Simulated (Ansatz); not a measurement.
# Copper, fcc under r²SCAN: convergence with the Methfessel-Paxton smearing

A convergence test of the Methfessel-Paxton smearing width. The geometry was relaxed under r²SCAN beforehand and stays fixed; 7 values are run, from 0.01 to 1.0 eV. Wanted are the values from which on the energy stays within 10 and 1 meV/atom, and the pressure within 0.5 GPa, of the narrowest run. Within the series other settings stay. Spin polarisation is left out.

Computed with Ansatz 0.2.0 (DFT r²SCAN, plane waves with PAW, scalar-relativistic, unless a step says otherwise).

### 1 The system as given

Symmetry: Fm-3m, No. 225, cubic system. Conventional cell: a = 3.576 Å, b = 3.576 Å, c = 3.576 Å, α = 90.00°, β = 90.00°, γ = 90.00°. Around Cu (site symmetry m-3m) lie 12 Cu at 2.53 Å.

Coordinates:

```
CELL_PARAMETERS angstrom
0.00000 1.78813 1.78813
1.78813 0.00000 1.78813
1.78813 1.78813 0.00000
ATOMIC_POSITIONS crystal
Cu 0.00000 0.00000 0.00000
```

### 2 Run at 0.01 eV

The run at 0.01 eV.

input.yaml

```yaml
crystal:
  lattice:
    - [0.0, 1.7881324402, 1.7881324402]
    - [1.7881324402, 0.0, 1.7881324402]
    - [1.7881324402, 1.7881324402, 0.0]
  atoms:
    - { symbol: Cu, position: [0.0, 0.0, 0.0] }
hamiltonian:
  xc: r2scan
  pseudopotentials:
    kind: paw
    azcp:
      Cu: "pseudopotentials/Cu.paw.azcp"
basis:
  ecutwfc: 500
  fft_grid_basis: typed
kpoints:
  mp_grid: { grid: [15, 15, 15], shift: [0, 0, 0] }
magnetization:
  spin_polarized: false
scf:
  occupations: { method: methfessel_paxton, width: 0.01 }
  lower_state_search: "off"
output:
  stress: true
```

Command:

```console
$ ansatz run input.yaml --threads 2 --pin off --max-ram 5120MiB --backend cpu --events-out ev --progress --plain --runs-dir out
```

### 3 Run at 0.03 eV

The run at 0.03 eV.

input.yaml: that of step 2 with these lines changed.

```diff
@@ -21,3 +21,3 @@
 scf:
-  occupations: { method: methfessel_paxton, width: 0.01 }
+  occupations: { method: methfessel_paxton, width: 0.03 }
   lower_state_search: "off"
```

### 4 Run at 0.1 eV

The run at 0.1 eV.

input.yaml: that of step 3 with these lines changed.

```diff
@@ -21,3 +21,3 @@
 scf:
-  occupations: { method: methfessel_paxton, width: 0.03 }
+  occupations: { method: methfessel_paxton, width: 0.1 }
   lower_state_search: "off"
```

### 5 Run at 0.2 eV

The run at 0.2 eV.

input.yaml: that of step 4 with these lines changed.

```diff
@@ -21,3 +21,3 @@
 scf:
-  occupations: { method: methfessel_paxton, width: 0.1 }
+  occupations: { method: methfessel_paxton, width: 0.2 }
   lower_state_search: "off"
```

### 6 Run at 0.3 eV

The run at 0.3 eV.

input.yaml: that of step 5 with these lines changed.

```diff
@@ -21,3 +21,3 @@
 scf:
-  occupations: { method: methfessel_paxton, width: 0.2 }
+  occupations: { method: methfessel_paxton, width: 0.3 }
   lower_state_search: "off"
```

### 7 Run at 0.6 eV

The run at 0.6 eV.

input.yaml: that of step 6 with these lines changed.

```diff
@@ -21,3 +21,3 @@
 scf:
-  occupations: { method: methfessel_paxton, width: 0.3 }
+  occupations: { method: methfessel_paxton, width: 0.6 }
   lower_state_search: "off"
```

### 8 Run at 1.0 eV

The run at 1.0 eV.

input.yaml: that of step 7 with these lines changed.

```diff
@@ -21,3 +21,3 @@
 scf:
-  occupations: { method: methfessel_paxton, width: 0.6 }
+  occupations: { method: methfessel_paxton, width: 1.0 }
   lower_state_search: "off"
```

(Steps that only read results are left out.)

Before running it: what results should come out?

As calculated:

```
                                           quantity                       value
       E(σ → 0) stays within 10 meV/atom of 0.01 eV                up to 0.6 eV
                   E(σ → 0) stays within 1 meV/atom                up to 0.6 eV
                      pressure stays within 0.5 GPa                up to 0.6 eV
                                pressure at 0.01 eV                   -0.16 GPa
energy of a separate run on a finer mesh (25×25×25)  -0.4 meV/atom from 0.01 eV
```

What this shows: At 1.0 eV the energy differs by -11.7 meV/atom and the pressure by -0.6 GPa. Over the range F shifts by +10.0 meV/atom, while E(σ → 0) shifts by -11.7. This scheme cancels the term in the square of the width, so F moves little up to 0.2 eV. The mesh (15×15×15) is fixed, so the narrowest widths carry a k-point error of their own. A run on a finer mesh agrees with the yardstick to 1 meV/atom. The cell taken over is 3 % smaller than the measured one (11.81 Å³/atom, COD).
